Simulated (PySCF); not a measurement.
Compound: AlO (doublet state).
Bonds: O1–Al2 (double).

Identity: `[O]=[Al]` [radical].

Level of theory: UKS B3LYP, IGLO-III on Al O, non-relativistic, mean-field spin-orbit, GIAO in PySCF 2.14.0. Geometry: PBE0-D3(BJ)/def2-SVP; no solvent, vibrations or thermal averaging.

Count the α and β electrons and give S(S+1).

21 electrons with 2S = 1: 11 α and 10 β; S(S+1) = 0.75.

Mulliken spin populations, one withheld:

| atom | bound to | population |
| --- | --- | --- |
| O1 | Al2 | +0.4061 |
| Al2 | O1 | ? |

Complete the table.

1 − (0.4061) gives +0.594, since all populations sum to 2S.

With ⟨S²⟩ = 0.7586, find the sum of squared α–β overlaps and estimate the admixture of higher spin.

For a single determinant ⟨S²⟩ = S(S+1) + Nβ − Σ|⟨iα|jβ⟩|², so the squared overlaps of occupied orbitals sum to 10 − 0.0086 = 9.9914. If the quartet state (S + 1) were the only admixture, its weight would be 0.0086/(2S + 2) = 0.29 %. For Kohn–Sham this describes the determinant of the orbitals, not the true wave function.

The SMILES `[O]=[Al]` draws the unpaired electron on Al2, whose computed spin population is only +0.59.
